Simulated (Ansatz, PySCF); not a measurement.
Species: C₂H₃O₂ (charge 0, doublet). It need not be the lowest isomer of its formula. 
Structure (B3LYP-D3(BJ)/def2-TZVP (Ansatz, an electronic-structure program) minimum search):
```xyz
7

C      0.0433     0.0886    -0.0502
O      0.2842     1.1633    -0.5641
O     -1.1757    -0.2094     0.4758
H     -1.7337     0.5723     0.3459
C      0.9861    -0.9936     0.0729
H      0.7081    -1.9254     0.5416
H      1.9810    -0.8476    -0.3170
```
Charge 0, spin multiplicity 2.

Total electronic energies in hartree. Cores are frozen in the correlated levels unless marked. UHF or UKS for open shells. No spin-orbit coupling. Non-relativistic. CBS(X,Y): correlation extrapolated as X^-3; Hartree-Fock from the larger set. [CCSD(T)-MP2]/basis is that difference in the basis named.

| level | program | energy (Eh) |
|---|---|---|
| HF/STO-3G | Ansatz | -224.18364 |
| HF/6-31G* | Ansatz | -227.18330 |
| HF-D3(BJ)/def2-TZVPD | PySCF + dftd3 | -227.31818 |
| BLYP/def2-TZVPD | Ansatz | -228.47413 |
| PBE0/6-31G* | Ansatz | -228.16678 |
| PBE0-D3(BJ)/def2-TZVP | Ansatz + dftd3 | -228.27093 |
| PBE0-D3(BJ)/def2-TZVPD | Ansatz + dftd3 | -228.27269 |
| PBE0-D4/def2-TZVP | Ansatz + dftd4 | -228.27073 |
| PBE0/def2-TZVPD | Ansatz | -228.26968 |
| PBE0/def2-TZVPD | PySCF | -228.26972 |
| BHLYP-D3(BJ)/def2-TZVPD | Ansatz + dftd3 | -228.40471 |
| r2SCAN0-D4/def2-TZVPD | Ansatz + dftd4 | -228.37403 |
| HSE06-D4/def2-TZVPD | Ansatz + dftd4 | -228.26131 |
| CAM-B3LYP-D3(BJ)/def2-TZVPD | Ansatz + dftd3 | -228.43585 |
| CAM-B3LYP-D4/def2-TZVPD | Ansatz + dftd4 | -228.43607 |
| CAM-B3LYP/def2-TZVPD | Ansatz | -228.43330 |
| wB97M-V/def2-TZVPD | Ansatz | -228.44467 |
| B2GP-PLYP-D3(BJ)/def2-TZVPD | Ansatz + dftd3 | -228.31335 |
| B2PLYP-D3(BJ)/def2-TZVPD | Ansatz + dftd3 | -228.35853 |
| RI-MP2/cc-pVQZ | Ansatz | -228.10783 |
| RI-MP2/CBS(cc-pVTZ,cc-pVQZ) | Ansatz | -228.1496 |
| SCS-MP2/aug-cc-pVDZ | Ansatz | -227.84014 |
| RI-MP2/CBS(cc-pVTZ,cc-pVQZ)+[CCSD(T)-MP2]/cc-pVTZ | Ansatz | -228.2007 |

Totals of different functionals don't rank their quality; only differences between species are comparable.
